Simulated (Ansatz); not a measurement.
The cluster PS₂⁻. The state is a triplet with charge -1. Geometry PBE-D4/def2-TZVP, that of the neutral doublet; atoms count from 1.

```xyz
3

P    -0.297   -0.037    0.434
S    -0.851   -1.208   -1.007
S     1.148    1.245    0.573
```

The highest occupied level of the charge -1 triplet lies above zero (up to 0.41 eV). By energy differences its removal costs 1.51 eV (vertical, to the charge 0 doublet, at PBE0-D4/def2-TZVPD); a positive level beside a positive removal energy at the same level points to self-interaction error. At PBE0-D4/def2-TZVPD a singlet of charge -1 lies 1.14 eV below the triplet at the same geometry. The structure comes from a short search, and lower isomers may exist.

(1) Estimate the Mulliken populations from the PBE0/def2-TZVPD orbitals of Ansatz.

(2) Where does the spin sit?

(3) And the Mayer bond orders between bonded heavy atoms (over 0.3)?

Results:

(1) 
```
atom  charge (e)  spin (α − β)
  P1        0.20          1.01
  S2       -0.60          0.49
  S3       -0.60          0.49
```
Mulliken values and Mayer orders depend strongly on the basis. With diffuse functions, as here, like atoms can get unlike values, and bond orders can come out too low or too high.

(2) Summed by element: P 1.01, S 0.99, of 2 unpaired in all. Largest on single atoms: P1 1.01, S2 0.49, S3 0.49.

(3) P1–S2 1.69 (1.94 Å); P1–S3 1.69 (1.94 Å).
